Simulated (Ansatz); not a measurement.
# CH6AlF: the cost of one run

All numbers below are computed with Ansatz 0.2.0 (RKS B3LYP-D4/def2-SVP).

## Step 1: The starting structure

Bond lengths: Al1–C3 1.970 Å, C3–H4 1.110 Å, C3–H5 1.110 Å, C3–H6 1.110 Å, Al1–H7 1.560 Å, Al1–F8 1.990 Å. Angles: Al1–C3–H4 109.5°, Al1–C3–H5 109.5°, Al1–C3–H6 109.5°, H4–C3–H5 109.4°, H4–C3–H6 109.4°, H5–C3–H6 109.4°, C3–Al1–H7 120.0°, C3–Al1–F8 96.8°, H7–Al1–F8 101.3°.

Structure file:

```xyz
9

Al    0.0000    0.0000    0.0000
H     0.0000    0.0000    1.9100
C     1.7060    0.0000   -0.9850
H     2.0356   -1.0462   -1.1552
H     1.5695    0.5080   -1.9624
H     2.4756    0.5381   -0.3932
H    -1.3510    0.0000   -0.7800
F     0.0892    1.8864    0.6275
H     0.0478    1.0118    1.7645
```

## Step 2: Pulling towards end A

Springs on the bonds that form and break draw the guess towards this end; the thresholds are loose.

File input.yaml:

```yaml
crystal:
  periodic: [false, false, false]
  atoms:
    - { symbol: Al, position_ang: [0.0, 0.0, 0.0] }
    - { symbol: H, position_ang: [0.0, 0.0, 1.91] }
    - { symbol: C, position_ang: [1.706, 0.0, -0.985] }
    - { symbol: H, position_ang: [2.0356, -1.0462, -1.1552] }
    - { symbol: H, position_ang: [1.5695, 0.508, -1.9624] }
    - { symbol: H, position_ang: [2.4756, 0.5381, -0.3932] }
    - { symbol: H, position_ang: [-1.351, 0.0, -0.78] }
    - { symbol: F, position_ang: [0.0892, 1.8864, 0.6275] }
    - { symbol: H, position_ang: [0.0478, 1.0118, 1.7645] }
basis:
  gaussian: { orbitals: def2-SVP }
hamiltonian:
  xc: b3lyp
  dispersion: d4
relax:
  f_tol: 0.15
  max_steps: 25
  restrain:
    - { distance: [0, 7], at: 2.89, k: 30.0 }
    - { distance: [8, 1], at: 1.86, k: 30.0 }
    - { distance: [0, 1], at: 1.56, k: 30.0 }
    - { distance: [8, 7], at: 0.92, k: 30.0 }
```

Command:

```console
ansatz run input.yaml --threads 1 --pin off --max-ram 2048MiB --backend cpu --events-out ev --progress --plain --runs-dir out
```

Q: Estimate wall time and peak memory on 1 thread of Intel Xeon 6975P-C (Granite Rapids), shared host.

About 11 s, with a peak of 0.16 GiB.
